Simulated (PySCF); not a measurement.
Gas-phase reaction: 3 C3H4 (allene) + 3 C → 2 C6H6

Method: PySCF energies (xtb for GFN2) plus ideal-gas RRHO corrections (1 bar). 'Table' is the NASA 1993 thermochemical table (part measured, part estimated). † marks an energy on the PBE0/def2-TZVP geometry and frequencies; other levels use their own. CCSD(T) freezes the core. 6-31G* has spherical d functions here. Open shells (unrestricted): C (multiplicity 3, electronic degeneracy 9); the rest are closed-shell singlets. GFN2 has no spin-polarisation term. Spin-orbit splitting is ignored; it lowers the true energy and changes the entropy of C. B3LYP is the form with VWN-RPA correlation. CCSD(T) isn't extrapolated to the basis-set limit. The harmonic model lacks anharmonicity and excited electronic states, which grow with temperature; levels with a mode under 35 cm⁻¹ are left out.

log10 K (1 bar standard state):

| T (K) | table | B3LYP/6-31G* | BLYP/def2-TZVP† | CCSD(T)/def2-SVP† | GFN2-xTB |
|---|---|---|---|---|---|
| 1200 | 75.3 | 74.3 | 70.5 | 72.8 | 104.6 |
| 1400 | 59.3 | 58.5 | 55.2 | 57.2 | 84.5 |
| 1800 | 38.0 | 37.4 | 34.9 | 36.4 | 57.7 |
| 2000 | 30.6 | 30.1 | 27.8 | 29.2 | 48.3 |
| 2500 | 17.3 | 16.9 | 15.1 | 16.2 | 31.5 |
Ten kJ in ΔG° is worth 0.44 decades in K at 1200 K and 0.21 at 2500 K.
